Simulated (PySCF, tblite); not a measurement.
# C₃H₇P: deprotonation

Aim: compute the deprotonation of C₃H₇P (`CCC=P`).

Programs: tblite 0.8.0 and PySCF 2.14.0, with routines of our own; each step states its level. All values are computed. Atoms count from 0.

### 1 The starting structure

11 atoms, charge 0, multiplicity 1; geometry from: start built from the parent or by distance geometry.

### 2 Relaxing the molecule with GFN2-xTB

Job settings and geometry (Å):

```
{"job": {"kind": "relax", "xc": "GFN2-xTB", "basis": "xTB"}, "charge": 0, "multiplicity": 1}
C     -1.330900    -0.349700     0.074000
C      0.078400    -0.449200    -0.419200
C      0.821800     0.844700    -0.194000
P      2.148500     1.235900     0.784800
H     -1.882900     0.442200    -0.450000
H     -1.399900    -0.103200     1.137800
H     -1.878200    -1.280900    -0.091200
H      0.120800    -0.684900    -1.460200
H      0.611900    -1.265400     0.143400
H      0.409200     1.707500    -0.769300
H      2.312200    -0.091700     1.331500
```

Run with:

```sh
OMP_NUM_THREADS=1 python redox_run.py task.json out
```

This one command runs all jobs of the session in turn.

The program printed:

```text
step      E/eV     max force
  0    -339.04812    2.210
  1    -339.14452    0.499
  2    -339.15326    0.191
  3    -339.15584    0.103
  4    -339.15685    0.097
  5    -339.15794    0.096
  6    -339.15844    0.070
  7    -339.15886    0.057
  8    -339.15922    0.054
  9    -339.15960    0.054
 10    -339.15990    0.060
 11    -339.16014    0.057
 12    -339.16036    0.047
 13    -339.16057    0.046
 14    -339.16075    0.040
 15    -339.16087    0.029
 16    -339.16094    0.019
 17    -339.16098    0.016
 18    -339.16100    0.012
 19    -339.16102    0.012
 20    -339.16103    0.010
 21    -339.16104    0.009
```

Wall time 0.4 s (1 thread of Intel Xeon at 2.70GHz, shared host).

Relaxation path:

| step | energy from step 0 (eV) | largest force (eV/Å) |
| --- | --- | --- |
| 0 | 0.0000 | 2.2103 |
| 1 | -0.0964 | 0.4990 |
| 2 | -0.1051 | 0.1913 |
| 3 | -0.1077 | 0.1034 |
| 4 | -0.1087 | 0.0973 |
| 5 | -0.1098 | 0.0959 |
| 6 | -0.1103 | 0.0697 |
| 7 | -0.1107 | 0.0566 |
| 8 | -0.1111 | 0.0536 |
| 9 | -0.1115 | 0.0539 |
| 10 | -0.1118 | 0.0599 |
| 11 | -0.1120 | 0.0567 |
| 12 | -0.1122 | 0.0473 |
| 13 | -0.1125 | 0.0457 |
| 14 | -0.1126 | 0.0398 |
| 15 | -0.1128 | 0.0286 |
| 16 | -0.1128 | 0.0194 |
| 17 | -0.1129 | 0.0159 |
| 18 | -0.1129 | 0.0118 |
| 19 | -0.1129 | 0.0121 |
| 20 | -0.1129 | 0.0105 |
| 21 | -0.1129 | 0.0091 |

Distances of close pairs at the start and the end, largest changes first:

| bond | before (Å) | after (Å) | change (Å) |
| --- | --- | --- | --- |
| P3–H10 | 1.445 | 1.406 | -0.039 |
| C0–C1 | 1.496 | 1.530 | +0.033 |
| C1–H8 | 1.126 | 1.093 | -0.033 |
| C2–H9 | 1.116 | 1.084 | -0.032 |
| C1–H7 | 1.068 | 1.095 | +0.027 |
| C2–P3 | 1.694 | 1.670 | -0.025 |
| C1–C2 | 1.509 | 1.491 | -0.018 |
| C0–H4 | 1.098 | 1.088 | -0.010 |

The end geometry stands in the next job.

### 3 Infrared spectrum with GFN2-xTB

Job settings and geometry (Å):

```
{"job": {"kind": "ir", "xc": "GFN2-xTB", "basis": "xTB"}, "charge": 0, "multiplicity": 1}
C     -1.344104    -0.339152     0.077442
C      0.108907    -0.434922    -0.390712
C      0.813752     0.864974    -0.201473
P      2.117229     1.196508     0.787860
H     -1.868630     0.445205    -0.464034
H     -1.384063    -0.108826     1.140058
H     -1.858728    -1.281902    -0.092866
H      0.119675    -0.696088    -1.454065
H      0.620237    -1.229186     0.159055
H      0.402240     1.694602    -0.765371
H      2.284333    -0.105873     1.291901
```

The program printed:

```text
mode    cm-1     km/mol
  1      60.2      0.12
  2     210.8      0.08
  3     295.8      0.66
  4     361.0      0.47
  5     517.1      1.05
  6     810.0     11.41
  7     844.7      3.32
  8     852.7      6.48
  9     927.2      1.05
 10    1026.2      2.35
 11    1068.4      2.87
 12    1094.1      3.59
 13    1184.7      0.29
 14    1234.0      0.54
 15    1292.9     10.09
 16    1373.0     12.11
 17    1409.0      1.06
 18    1474.3      2.26
 19    1497.4      3.73
 20    1502.9      2.22
 21    2200.7    212.19
 22    2932.9     36.26
 23    2965.1     25.43
 24    3029.5      0.88
 25    3032.0     41.78
 26    3034.2     61.86
 27    3037.4     25.35
ZPE 234.877  H(298)-E 252.042  G(298)-E 159.871 kJ/mol  S 309.15 J/(mol K)
```

Wall time 0.47 s (1 thread of Intel Xeon at 2.70GHz, shared host).

Which atoms move in the most intense modes:

| cm⁻¹ | km/mol | atoms |
| --- | --- | --- |
| 810 | 11.4 | H7 26 %, H8 17 %, C1 15 %, H5 15 % |
| 1373 | 12.1 | C2 42 %, H9 22 %, H8 16 %, C1 12 % |
| 2201 | 212.2 | H10 97 % |
| 2933 | 36.3 | H7 90 % |
| 2965 | 25.4 | H8 90 % |
| 3032 | 41.8 | H5 61 %, H6 14 % |
| 3034 | 61.9 | H6 45 %, H4 23 %, H9 23 % |
| 3037 | 25.4 | H4 37 %, H5 30 %, H6 30 % |

### 4 Relaxing the molecule at PBE0-D3(BJ)/def2-SVP

Settings changed since step 3:

```diff
@@ -1,2 +1,2 @@
-{"job": {"kind": "ir", "xc": "GFN2-xTB", "basis": "xTB"}, "charge": 0, "multiplicity": 1}
+{"job": {"xc": "PBE0", "basis": "def2-SVP", "d3": "d3bj", "grid": 1, "kind": "geom"}, "charge": 0, "multiplicity": 1}
 C     -1.344104    -0.339152     0.077442
```

The program printed:

```text
step   0  E = -459.38644555  max force = 0.015931
step   1  E = -459.38781766  max force = 0.002488
step   2  E = -459.38785608  max force = 0.000198
step   3  E = -459.38785731  max force = 0.000073
optimisation converged
```

It took 20 s on 1 thread of Intel Xeon at 2.70GHz, shared host.

Step by step:

| step | energy from step 0 (eV) | largest force component (eV/Å) |
| --- | --- | --- |
| 0 | 0.0000 | 0.8192 |
| 1 | -0.0373 | 0.1279 |
| 2 | -0.0384 | 0.0102 |
| 3 | -0.0384 | 0.0038 |

Close pairs (by a distance rule), those that changed most:

| bond | before (Å) | after (Å) | change (Å) |
| --- | --- | --- | --- |
| P3–H10 | 1.406 | 1.439 | +0.032 |
| C2–H9 | 1.084 | 1.101 | +0.017 |
| C0–H4 | 1.088 | 1.101 | +0.013 |
| C0–H6 | 1.087 | 1.100 | +0.013 |
| C0–H5 | 1.088 | 1.100 | +0.012 |
| C1–H7 | 1.095 | 1.106 | +0.011 |
| C1–H8 | 1.093 | 1.102 | +0.009 |
| C2–P3 | 1.670 | 1.673 | +0.004 |

The next job starts from the end point, and lists it.

| at the end point | value |
| --- | --- |
| point group (found at 0.08 Å tolerance) | C1 |
| rotational constants (GHz, main isotopes) | 20.698, 2.551, 2.535 |
| dipole moment (D) | 1.71 |

### 5 Single point (C₃H₇P): M06-2X/ma-def2-TZVP

Geometry: PBE0-D3(BJ)/def2-SVP.

Job settings and geometry (Å):

```
{"job": {"kind": "sp", "xc": "M06-2X", "basis": "ma-def2-TZVP", "grid": 3}, "charge": 0, "multiplicity": 1}
C     -1.369032    -0.335269     0.064130
C      0.091358    -0.427431    -0.373790
C      0.834140     0.852855    -0.176154
P      2.175335     1.195645     0.763673
H     -1.903485     0.457016    -0.483179
H     -1.441921    -0.106301     1.138073
H     -1.895031    -1.284179    -0.119929
H      0.126857    -0.688639    -1.448076
H      0.600314    -1.243083     0.164521
H      0.420837     1.712234    -0.726258
H      2.370893    -0.130817     1.285654
```

The program printed:

```text
coarse grid: 39256 points
cycle   1  E = -459.8031836836  dE =  2.966e-01  |g| = 2.302e-01  |ddm| = 2.272e+00
cycle   2  E = -459.8137622635  dE = -1.058e-02  |g| = 1.338e-01  |ddm| = 4.530e-01
cycle   3  E = -459.8179103435  dE = -4.148e-03  |g| = 5.052e-02  |ddm| = 1.353e-01
cycle   4  E = -459.8184309252  dE = -5.206e-04  |g| = 2.428e-02  |ddm| = 7.098e-02
cycle   5  E = -459.8186023425  dE = -1.714e-04  |g| = 5.699e-03  |ddm| = 2.453e-02
cycle   6  E = -459.8186099559  dE = -7.613e-06  |g| = 1.370e-03  |ddm| = 9.478e-03
final grid: 130192 points
cycle   7  E = -459.8191520187  dE = -7.637e-06  |g| = 1.660e-03  |ddm| = 1.619e-02
cycle   8  E = -459.8191523781  dE = -3.595e-07  |g| = 8.688e-04  |ddm| = 2.808e-03
cycle   9  E = -459.8191525195  dE = -1.414e-07  |g| = 1.407e-04  |ddm| = 1.240e-03
cycle  10  E = -459.8191525253  dE = -5.803e-09  |g| = 9.965e-05  |ddm| = 3.230e-04
converged SCF energy = -459.8191525253
```

It took 27 s on 1 thread of Intel Xeon at 2.70GHz, shared host.

### 6 Geometry optimisation with GFN2-xTB

This step treats C₃H₆P−, `C[CH-]C=P`.

Job settings and geometry (Å):

```
{"job": {"kind": "relax", "xc": "GFN2-xTB", "basis": "xTB"}, "charge": -1, "multiplicity": 1}
C     -1.352800    -0.341400     0.058800
C      0.080600    -0.418800    -0.396800
C      0.851600     0.845200    -0.173000
P      2.172800     1.210300     0.743100
H     -1.906700     0.453200    -0.471800
H     -1.452900    -0.108000     1.129300
H     -1.894600    -1.278400    -0.130900
H      0.611800    -1.234100     0.169500
H      0.429800     1.705400    -0.727500
H      2.361500    -0.133500     1.291000
```

The program printed:

```text
step      E/eV     max force
  0    -329.28910    5.484
  1    -329.70738    1.866
  2    -329.79093    1.372
  3    -329.88634    0.976
  4    -329.92337    1.011
  5    -329.99577    0.834
  6    -330.03561    0.910
  7    -330.10081    0.775
  8    -330.15851    1.029
  9    -330.22498    0.940
 10    -330.26088    0.634
 11    -330.29299    0.518
 12    -330.32166    0.432
 13    -330.34269    0.374
 14    -330.35750    0.357
 15    -330.37068    0.372
 16    -330.38347    0.352
 17    -330.39656    0.337
 18    -330.41005    0.320
 19    -330.42695    0.345
 20    -330.45203    0.319
 21    -330.46884    0.211
 22    -330.47575    0.220
 23    -330.48085    0.213
 24    -330.48610    0.177
 25    -330.49064    0.141
 26    -330.49388    0.172
 27    -330.49594    0.164
 28    -330.49763    0.137
 29    -330.49938    0.096
 30    -330.50106    0.105
 31    -330.50216    0.083
 32    -330.50299    0.070
 33    -330.50364    0.057
 34    -330.50413    0.050
 35    -330.50449    0.060
 36    -330.50477    0.044
 37    -330.50500    0.042
 38    -330.50520    0.039
 39    -330.50536    0.036
 40    -330.50550    0.029
 41    -330.50565    0.026
 42    -330.50577    0.033
 43    -330.50589    0.038
 44    -330.50605    0.044
 45    -330.50634    0.051
 46    -330.50681    0.064
 47    -330.50739    0.072
 48    -330.50786    0.050
 49    -330.50811    0.036
 50    -330.50823    0.031
 51    -330.50833    0.024
 52    -330.50843    0.025
 53    -330.50853    0.029
 54    -330.50865    0.038
 55    -330.50884    0.045
 56    -330.50915    0.062
 57    -330.50959    0.068
 58    -330.51010    0.063
 59    -330.51060    0.053
 60    -330.51098    0.043
 61    -330.51120    0.033
 62    -330.51125    0.026
 63    -330.51133    0.017
 64    -330.51136    0.014
 65    -330.51139    0.007
```

Wall time 0.27 s (1 thread of Intel Xeon at 2.70GHz, shared host).

Along the way: (not every step is listed)

| step | energy from step 0 (eV) | largest force (eV/Å) |
| --- | --- | --- |
| 0 | 0.0000 | 5.4843 |
| 1 | -0.4183 | 1.8659 |
| 2 | -0.5018 | 1.3718 |
| 3 | -0.5972 | 0.9763 |
| 4 | -0.6343 | 1.0113 |
| 5 | -0.7067 | 0.8341 |
| 6 | -0.7465 | 0.9101 |
| 7 | -0.8117 | 0.7749 |
| 8 | -0.8694 | 1.0287 |
| 13 | -1.0536 | 0.3740 |
| 18 | -1.1209 | 0.3204 |
| 23 | -1.1917 | 0.2132 |
| 28 | -1.2085 | 0.1366 |
| 33 | -1.2145 | 0.0572 |
| 38 | -1.2161 | 0.0392 |
| 43 | -1.2168 | 0.0381 |
| 48 | -1.2188 | 0.0501 |
| 53 | -1.2194 | 0.0292 |
| 58 | -1.2210 | 0.0634 |
| 60 | -1.2219 | 0.0430 |
| 61 | -1.2221 | 0.0334 |
| 62 | -1.2221 | 0.0262 |
| 63 | -1.2222 | 0.0172 |
| 64 | -1.2223 | 0.0145 |
| 65 | -1.2223 | 0.0071 |

Close pairs (by a distance rule), those that changed most:

| bond | before (Å) | after (Å) | change (Å) |
| --- | --- | --- | --- |
| C1–C2 | 1.497 | 1.343 | -0.155 |
| C2–P3 | 1.649 | 1.759 | +0.111 |
| P3–H9 | 1.463 | 1.375 | -0.088 |
| C1–H7 | 1.126 | 1.083 | -0.043 |
| C2–H8 | 1.107 | 1.089 | -0.018 |
| C0–H4 | 1.104 | 1.090 | -0.015 |
| C0–C1 | 1.506 | 1.500 | -0.006 |
| C0–H5 | 1.100 | 1.097 | -0.003 |

The next job starts from the end point, and lists it.

### 7 Harmonic vibrations with GFN2-xTB

Job settings and geometry (Å):

```
{"job": {"kind": "ir", "xc": "GFN2-xTB", "basis": "xTB"}, "charge": -1, "multiplicity": 1}
C     -1.437989    -0.340470     0.001447
C      0.026674    -0.236126     0.305729
C      0.786058     0.821215    -0.022848
P      2.500423     1.094480     0.261701
H     -1.784147     0.553431    -0.516808
H     -2.030749    -0.454443     0.917119
H     -1.656630    -1.208070    -0.632859
H      0.464252    -1.080958     0.823489
H      0.318811     1.656859    -0.542580
H      2.714470    -0.105938     0.897297
```

The program printed:

```text
mode    cm-1     km/mol
  1     139.4      0.02
  2     201.0      0.01
  3     243.0      2.90
  4     387.5     13.06
  5     419.0      1.21
  6     633.0      8.31
  7     799.6      8.84
  8     915.1      8.61
  9     956.2      5.11
 10     991.8     85.05
 11    1029.2      0.52
 12    1092.2      2.15
 13    1250.8     80.98
 14    1282.8      2.31
 15    1395.4     36.31
 16    1502.2      0.01
 17    1515.1     18.84
 18    1612.2    133.14
 19    2293.8    485.53
 20    2875.8    121.02
 21    2910.2    241.41
 22    2952.3     92.08
 23    3000.4     58.14
 24    3028.7    119.83
ZPE 199.938  H(298)-E 217.176  G(298)-E 125.588 kJ/mol  S 307.19 J/(mol K)
```

Run time: 0.63 s. Hardware: 1 thread of Intel Xeon at 2.70GHz, shared host.

Which atoms move in the most intense modes:

| cm⁻¹ | km/mol | atoms |
| --- | --- | --- |
| 992 | 85.0 | C2 21 %, C0 19 %, H6 11 %, H5 11 % |
| 1251 | 81.0 | H7 49 %, H8 20 %, C2 12 % |
| 1612 | 133.1 | C1 50 %, C2 38 % |
| 2294 | 485.5 | H9 97 % |
| 2876 | 121.0 | H6 46 %, H5 45 % |
| 2910 | 241.4 | H5 48 %, H6 47 % |
| 2952 | 92.1 | H8 92 % |
| 3029 | 119.8 | H7 91 % |

### 8 Relaxing the molecule at PBE0-D3(BJ)/def2-SVP

This step treats C₃H₆P−, `C[CH-]C=P`.

Settings changed since step 7:

```diff
@@ -1,2 +1,2 @@
-{"job": {"kind": "ir", "xc": "GFN2-xTB", "basis": "xTB"}, "charge": -1, "multiplicity": 1}
+{"job": {"xc": "PBE0", "basis": "def2-SVP", "d3": "d3bj", "grid": 1, "kind": "geom"}, "charge": -1, "multiplicity": 1}
 C     -1.437989    -0.340470     0.001447
```

The program printed:

```text
step   0  E = -458.78659068  max force = 0.032924
step   1  E = -458.79187223  max force = 0.004603
step   2  E = -458.79203826  max force = 0.001120
step   3  E = -458.79205793  max force = 0.000342
step   4  E = -458.79205913  max force = 0.000099
optimisation converged
```

Run time: 19 s. Hardware: 1 thread of Intel Xeon at 2.70GHz, shared host.

Step by step:

| step | energy from step 0 (eV) | largest force component (eV/Å) |
| --- | --- | --- |
| 0 | 0.0000 | 1.6930 |
| 1 | -0.1437 | 0.2367 |
| 2 | -0.1482 | 0.0576 |
| 3 | -0.1488 | 0.0176 |
| 4 | -0.1488 | 0.0051 |

Distances of close pairs at the start and the end, largest changes first:

| bond | before (Å) | after (Å) | change (Å) |
| --- | --- | --- | --- |
| P3–H9 | 1.375 | 1.447 | +0.072 |
| C1–C2 | 1.343 | 1.367 | +0.024 |
| C2–P3 | 1.759 | 1.780 | +0.021 |
| C2–H8 | 1.089 | 1.107 | +0.018 |
| C1–H7 | 1.083 | 1.100 | +0.016 |
| C0–H6 | 1.097 | 1.113 | +0.016 |
| C0–H5 | 1.097 | 1.113 | +0.016 |
| C0–H4 | 1.090 | 1.105 | +0.015 |

The final coordinates are the input of the step that follows.

| at the end point | value |
| --- | --- |
| point group (found at 0.08 Å tolerance) | Cs |
| rotational constants (GHz, main isotopes) | 37.827, 2.317, 2.213 |

### 9 Single point (C3H6P−, C[CH-]C=P): M06-2X/ma-def2-TZVP

Geometry: PBE0-D3(BJ)/def2-SVP.

Job settings and geometry (Å):

```
{"job": {"kind": "sp", "xc": "M06-2X", "basis": "ma-def2-TZVP", "grid": 3}, "charge": -1, "multiplicity": 1}
C     -1.459630    -0.315335    -0.021962
C     -0.002140    -0.267446     0.315815
C      0.830769     0.772845     0.012892
P      2.558070     1.120144     0.269743
H     -1.766721     0.606701    -0.546981
H     -2.125570    -0.408743     0.864825
H     -1.741726    -1.163442    -0.685154
H      0.410589    -1.139424     0.843616
H      0.332950     1.607591    -0.518071
H      2.875761    -0.116696     0.951313
```

The program printed:

```text
coarse grid: 36784 points
cycle   1  E = -459.1801422321  dE =  2.612e-01  |g| = 3.748e-01  |ddm| = 2.369e+00
cycle   2  E = -459.1994796132  dE = -1.934e-02  |g| = 3.469e-01  |ddm| = 1.561e+00
cycle   3  E = -459.2364242264  dE = -3.694e-02  |g| = 5.838e-02  |ddm| = 6.492e-01
cycle   4  E = -459.2371069180  dE = -6.827e-04  |g| = 3.295e-02  |ddm| = 1.757e-01
cycle   5  E = -459.2373924677  dE = -2.855e-04  |g| = 4.088e-03  |ddm| = 4.543e-02
cycle   6  E = -459.2373964691  dE = -4.001e-06  |g| = 2.242e-03  |ddm| = 2.090e-02
final grid: 120384 points
cycle   7  E = -459.2376386294  dE = -5.409e-06  |g| = 2.984e-03  |ddm| = 2.888e-02
cycle   8  E = -459.2376369021  dE =  1.727e-06  |g| = 3.844e-03  |ddm| = 9.412e-03
cycle   9  E = -459.2376408425  dE = -3.940e-06  |g| = 3.444e-04  |ddm| = 4.367e-03
cycle  10  E = -459.2376408685  dE = -2.599e-08  |g| = 7.669e-05  |ddm| = 6.995e-04
cycle  11  E = -459.2376408702  dE = -1.712e-09  |g| = 3.265e-05  |ddm| = 3.955e-04
converged SCF energy = -459.2376408702
```

Wall time 21 s (1 thread of Intel Xeon at 2.70GHz, shared host).

### 10 Single point (C₃H₇P): M06-2X/ma-def2-TZVP in acetone

Geometry: PBE0-D3(BJ)/def2-SVP.

Job settings and geometry (Å):

```
{"job": {"kind": "sp", "xc": "M06-2X", "basis": "ma-def2-TZVP", "grid": 3, "solvent": "acetone"}, "charge": 0, "multiplicity": 1}
C     -1.369032    -0.335269     0.064130
C      0.091358    -0.427431    -0.373790
C      0.834140     0.852855    -0.176154
P      2.175335     1.195645     0.763673
H     -1.903485     0.457016    -0.483179
H     -1.441921    -0.106301     1.138073
H     -1.895031    -1.284179    -0.119929
H      0.126857    -0.688639    -1.448076
H      0.600314    -1.243083     0.164521
H      0.420837     1.712234    -0.726258
H      2.370893    -0.130817     1.285654
```

The program printed:

```text
final grid: 130192 points
cycle   1  E = -459.8217617504  dE = -3.249e-04  |g| = 1.057e-02  |ddm| = 1.712e-01
cycle   2  E = -459.8217836992  dE = -2.195e-05  |g| = 9.557e-03  |ddm| = 4.539e-02
cycle   3  E = -459.8218087738  dE = -2.507e-05  |g| = 2.845e-03  |ddm| = 1.069e-02
cycle   4  E = -459.8218113987  dE = -2.625e-06  |g| = 8.047e-04  |ddm| = 6.008e-03
cycle   5  E = -459.8218117990  dE = -4.003e-07  |g| = 2.755e-04  |ddm| = 3.839e-03
cycle   6  E = -459.8218118254  dE = -2.643e-08  |g| = 8.615e-05  |ddm| = 7.801e-04
cycle   7  E = -459.8218118281  dE = -2.738e-09  |g| = 2.881e-05  |ddm| = 2.334e-04
converged SCF energy = -459.8218118281
```

Wall time 23 s (1 thread of Intel Xeon at 2.70GHz, shared host).

### 11 Single point (C3H6P−, C[CH-]C=P): M06-2X/ma-def2-TZVP in acetone

Geometry: PBE0-D3(BJ)/def2-SVP.

Job settings and geometry (Å):

```
{"job": {"kind": "sp", "xc": "M06-2X", "basis": "ma-def2-TZVP", "grid": 3, "solvent": "acetone"}, "charge": -1, "multiplicity": 1}
C     -1.459630    -0.315335    -0.021962
C     -0.002140    -0.267446     0.315815
C      0.830769     0.772845     0.012892
P      2.558070     1.120144     0.269743
H     -1.766721     0.606701    -0.546981
H     -2.125570    -0.408743     0.864825
H     -1.741726    -1.163442    -0.685154
H      0.410589    -1.139424     0.843616
H      0.332950     1.607591    -0.518071
H      2.875761    -0.116696     0.951313
```

The program printed:

```text
final grid: 120384 points
cycle   1  E = -459.3253540741  dE = -4.332e-03  |g| = 4.413e-02  |ddm| = 6.878e-01
cycle   2  E = -459.3256153268  dE = -2.613e-04  |g| = 4.369e-02  |ddm| = 2.065e-01
cycle   3  E = -459.3261471780  dE = -5.319e-04  |g| = 9.463e-03  |ddm| = 5.262e-02
cycle   4  E = -459.3261788649  dE = -3.169e-05  |g| = 3.083e-03  |ddm| = 2.324e-02
cycle   5  E = -459.3261875601  dE = -8.695e-06  |g| = 9.466e-04  |ddm| = 2.002e-02
cycle   6  E = -459.3261882410  dE = -6.810e-07  |g| = 2.035e-04  |ddm| = 4.428e-03
cycle   7  E = -459.3261882925  dE = -5.145e-08  |g| = 4.398e-05  |ddm| = 1.859e-03
cycle   8  E = -459.3261882936  dE = -1.156e-09  |g| = 2.080e-05  |ddm| = 2.355e-04
converged SCF energy = -459.3261882936
```

It took 24 s on 1 thread of Intel Xeon at 2.70GHz, shared host.

### 12 Single point (C3H7P): M06-2X/ma-def2-TZVP in 1,4-dioxane

Geometry: PBE0-D3(BJ)/def2-SVP.

Job settings and geometry (Å):

```
{"job": {"kind": "sp", "xc": "M06-2X", "basis": "ma-def2-TZVP", "grid": 3, "solvent": "1,4-dioxane"}, "charge": 0, "multiplicity": 1}
C     -1.369032    -0.335269     0.064130
C      0.091358    -0.427431    -0.373790
C      0.834140     0.852855    -0.176154
P      2.175335     1.195645     0.763673
H     -1.903485     0.457016    -0.483179
H     -1.441921    -0.106301     1.138073
H     -1.895031    -1.284179    -0.119929
H      0.126857    -0.688639    -1.448076
H      0.600314    -1.243083     0.164521
H      0.420837     1.712234    -0.726258
H      2.370893    -0.130817     1.285654
```

The program printed:

```text
final grid: 130192 points
cycle   1  E = -459.8203169400  dE = -6.796e-05  |g| = 6.004e-03  |ddm| = 8.126e-02
cycle   2  E = -459.8203162007  dE =  7.393e-07  |g| = 6.853e-03  |ddm| = 1.851e-02
cycle   3  E = -459.8203290356  dE = -1.283e-05  |g| = 1.270e-03  |ddm| = 6.385e-03
cycle   4  E = -459.8203294848  dE = -4.492e-07  |g| = 2.841e-04  |ddm| = 2.124e-03
cycle   5  E = -459.8203295276  dE = -4.275e-08  |g| = 1.287e-04  |ddm| = 1.467e-03
cycle   6  E = -459.8203295327  dE = -5.153e-09  |g| = 4.067e-05  |ddm| = 3.865e-04
converged SCF energy = -459.8203295327
```

Run time: 23 s. Hardware: 1 thread of Intel Xeon at 2.70GHz, shared host.

### 13 Single point (C₃H₆P−, C[CH-]C=P): M06-2X/ma-def2-TZVP in 1,4-dioxane

Geometry: PBE0-D3(BJ)/def2-SVP.

Job settings and geometry (Å):

```
{"job": {"kind": "sp", "xc": "M06-2X", "basis": "ma-def2-TZVP", "grid": 3, "solvent": "1,4-dioxane"}, "charge": -1, "multiplicity": 1}
C     -1.459630    -0.315335    -0.021962
C     -0.002140    -0.267446     0.315815
C      0.830769     0.772845     0.012892
P      2.558070     1.120144     0.269743
H     -1.766721     0.606701    -0.546981
H     -2.125570    -0.408743     0.864825
H     -1.741726    -1.163442    -0.685154
H      0.410589    -1.139424     0.843616
H      0.332950     1.607591    -0.518071
H      2.875761    -0.116696     0.951313
```

The program printed:

```text
final grid: 120384 points
cycle   1  E = -459.2857988239  dE = -1.140e-03  |g| = 2.547e-02  |ddm| = 3.510e-01
cycle   2  E = -459.2858120775  dE = -1.325e-05  |g| = 2.772e-02  |ddm| = 1.343e-01
cycle   3  E = -459.2860252342  dE = -2.132e-04  |g| = 4.763e-03  |ddm| = 3.316e-02
cycle   4  E = -459.2860313938  dE = -6.160e-06  |g| = 1.185e-03  |ddm| = 1.453e-02
cycle   5  E = -459.2860322471  dE = -8.533e-07  |g| = 4.014e-04  |ddm| = 1.407e-02
cycle   6  E = -459.2860323348  dE = -8.767e-08  |g| = 8.953e-05  |ddm| = 3.653e-03
cycle   7  E = -459.2860323410  dE = -6.209e-09  |g| = 4.045e-05  |ddm| = 6.755e-04
converged SCF energy = -459.2860323410
```

Wall time 20 s (1 thread of Intel Xeon at 2.70GHz, shared host).

(Part 1 of 2 ends here.)
